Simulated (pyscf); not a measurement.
H₃C–Cl (SMILES CCl) + F–C:–F (SMILES F[C]F) [singlet] → F–CH(F)–CH₂–Cl (SMILES FC(F)CCl), an insertion (singlet surface; C–H broken, C–C, C–H formed). Structures and frequencies: ωB97X-D3(BJ)/def2-SVP in PySCF. MP2 and CC: frozen core, UHF for open shells. ΔMP2 is the change of the MP2 total energy from the triple- to the quadruple-zeta basis. Energies in eV from the separated reactants.

Small-basis levels: PySCF, no dispersion term, spherical d functions. AM1 to PM7: differences of heats of formation from MOPAC. GFN2-xTB: tblite. Cost: rough CPU time at the saddle relative to B3LYP/6-31G*, from one job on a shared machine.

```
level                             barrier  reaction energy        cost
--------------------------------  -------  ---------------  ----------
HF/6-31G*                            2.80            -2.34         0.1
PBE/6-31G*                           1.06            -2.63           1
B3LYP/3-21G                          1.40            -2.67         0.7
B3LYP/LANL2DZ                        1.31            -2.97         0.8
B3LYP/6-311+G**                      1.46            -2.50           1
B3LYP/def2-SVP                       1.33            -2.64         0.8
GFN2-xTB                             0.12            -3.41  under 0.02
PM6                                  1.88            -1.73  under 0.02
PM7                                  2.25            -1.20  under 0.02
CCSD(T)/def2-TZVPP + ΔMP2(QZVPP)     1.47            -2.57           –
```

Against the last row the barrier runs from -1.36 (GFN2-xTB) to +1.33 eV (HF/6-31G*); B3LYP/6-311+G** happens to lie closest here (0.01 eV apart). CCSD(T)/def2-TZVPP + ΔMP2(QZVPP) has limits of its own. F–CH(F)–CH₂–Cl lies 0.25 eV over its isomer H₃C–C(F)(F)–Cl (electronic energy, ωB97M-D3(BJ)). One saddle was located; it need not be the lowest between these sides. The CCSD(T) − MP2 part came from Ansatz, without density fitting, on the same reference.
